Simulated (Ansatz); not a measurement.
The input, for Ansatz 0.2.0:

```yaml
crystal:
  periodic: [false, false, false]
  atoms:
    - {symbol: Ge, position_ang: [0.000000, 0.010692, 0.271396]}
    - {symbol: C, position_ang: [0.000000, -0.110084, -1.624423]}
    - {symbol: H, position_ang: [0.000001, 1.490409, 0.700986]}
    - {symbol: H, position_ang: [1.251558, -0.684470, 0.832348]}
    - {symbol: H, position_ang: [-1.251558, -0.684469, 0.832348]}
    - {symbol: H, position_ang: [0.000000, 0.419749, -2.567788]}
basis:
  gaussian: {orbitals: cc-pVDZ}
magnetization: {spin_polarized: true, initial_magnetization: 4}
correlation: {method: bccd, electrons: outside_noble_gas}
scf: {omitted_lower_state_checks: [cluster_reference]}
output: {forces: true}
```

```sh
$ ansatz run in.yaml --threads 1 --pin off --events-out ev --progress --plain --max-ram 2393MiB
```

The program prints:

```
these checks for a lower state are left out or cut short: cluster_reference
632 factors; integrals over basis functions are off by at most 8.8e-4 eV
mean field evaluation 1: about -57552.2744 eV, gradient 1.1e1 eV
mean field evaluation 2: about -57552.2775 eV, gradient 1.1e1 eV
mean field evaluation 4: about -57553.9385 eV, gradient 2.6e0 eV
mean field evaluation 8: about -57554.4886 eV, gradient 1.1e0 eV
mean field evaluation 16: about -57554.6905 eV, gradient 2.5e-3 eV
mean field evaluation 32: about -57554.3229 eV, gradient 5.8e0 eV
mean field evaluation 64: about -57552.3079 eV, gradient 1.2e1 eV
mean field evaluation 96: about -57554.5093 eV, gradient 3.8e0 eV
mean field evaluation 128: about -57554.9882 eV, gradient 7.7e-1 eV
mean field evaluation 160: about -57553.3796 eV, gradient 2.9e0 eV
mean field -57554.99739032 eV, -2115.1071419159 hartree, gradient 3.4e-6 eV, S^2 6.029917; 13 other end points of the search recorded, 0 dependent functions left out
15 core orbitals not correlated: weight in the atoms' cores, before any rotation towards them, 0.998 or more for the frozen orbitals, at most 0.001 for the correlated occupied ones
reference -57554.99739032 eV, -2115.1071419159 hartree; 8, 4 occupied and 38, 42 virtual orbitals, 632 factors
second order -4.74781329 eV of doubles, -0.00000000 eV of singles
...
cycle  34  -5.83523079 eV  change    3.1e-7 eV  update   1.5e-6
cycle  35  -5.83523094 eV  change   -1.5e-7 eV  update   1.1e-6
cycle  36  -5.83523102 eV  change   -7.5e-8 eV  update   7.2e-7
cycle  37  -5.83523121 eV  change   -2.0e-7 eV  update   4.9e-7
cycle  38  -5.83523127 eV  change   -5.7e-8 eV  update   3.4e-7
cycle  39  -5.83523121 eV  change    6.3e-8 eV  update   2.9e-7
cycle  40  -5.83523120 eV  change    2.7e-9 eV  update   2.4e-7
cycle  41  -5.83523121 eV  change   -4.6e-9 eV  update   1.9e-7
cycle  42  -5.83523126 eV  change   -5.2e-8 eV  update   1.5e-7
cycle  43  -5.83523127 eV  change   -1.5e-8 eV  update   1.1e-7
the calculation of the forces begins
WARN: the results are in doubt because the forces break the atoms' symmetry
Total energy: -57560.83262160 eV, -2115.3215827100 hartree
Atom 0 at     0.000000     0.010692     0.271396 Å, force    -7.028687     3.976316    -0.890376 eV/Å
Atom 1 at     0.000000    -0.110084    -1.624423 Å, force     0.881995    -0.895576    -0.383293 eV/Å
Atom 2 at     0.000001     1.490409     0.700986 Å, force     0.049398     1.121645    -0.097026 eV/Å
Atom 3 at     1.251558    -0.684470     0.832348 Å, force     7.420385    -4.074579     1.818379 eV/Å
Atom 4 at    -1.251558    -0.684469     0.832348 Å, force    -1.162080    -0.519146    -0.032806 eV/Å
Atom 5 at     0.000000     0.419749    -2.567788 Å, force    -0.161011     0.391341    -0.414878 eV/Å
Dipole moment:     0.216540    -0.018339    -0.113315 e Å
In doubt: the forces break the atoms' symmetry
Checks for a lower state left out: cluster_reference
```

Ran on 1 thread of Intel Xeon Platinum 8259CL, shared host: 24 s wall, 0.28 GiB peak host memory.
